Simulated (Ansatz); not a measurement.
# Si2F+ (quintet): wave-function methods side by side, def2-TZVPP

One table from this session's results is given with a row withheld; the runs are named, their logs left out.

Method: def2-TZVPP, core rule «outside noble gas», up to 11 orbitals frozen; program: Ansatz 0.2.0, Gaussian basis.

Plan: UHF; ROHF; CCSD(T) on UHF.

## The system

The geometry is a PBE0/def2-TZVP stationary point (not a proven minimum) of the parent state, kept for this charge and spin.

3 atoms, charge 1, spin multiplicity 5.

Atoms are counted from 1 here; the program's logs count them from 0.

Bond lengths: F1–Si2 1.608 Å, Si2–Si3 2.332 Å. Angles: F1–Si2–Si3 112.2°.

Set-up of the first run:

Input file in.yaml:

```yaml
crystal:
  periodic: [false, false, false]
  atoms:
    - {symbol: F, position_ang: [0.000000, -0.606197, 1.621189]}
    - {symbol: Si, position_ang: [0.000000, 0.594494, 0.550881]}
    - {symbol: Si, position_ang: [0.000000, -0.184433, -1.647532]}
basis:
  gaussian: {orbitals: def2-TZVPP}
total_charge: 1
magnetization: {spin_polarized: true, initial_magnetization: 4}
hamiltonian: {xc: hf}
output: {orbitals: {seedname: orbitals}}
```

Command:

```bash
$ ansatz run in.yaml --threads 1 --pin off --events-out ev --progress --plain --max-ram 4096MiB --backend cpu
```

Among the steps run: UHF; ROHF; CCSD(T) on UHF.

One of the session's tables, all rows but one given; the rest of the session is left out.

| method | from UCCSD(T) (meV) |
| --- | --- |
| ROHF | ? |
| UHF | +10989.6 |
| UMP2 | +1011.0 |
| UCCSD | +446.2 |
| UCCSD(T) | 0 |

**Question.** Estimate the row for ROHF.

**Answer.** from UCCSD(T) (meV): +11049.1. In the column «from UCCSD(T) (meV)» it is the highest.
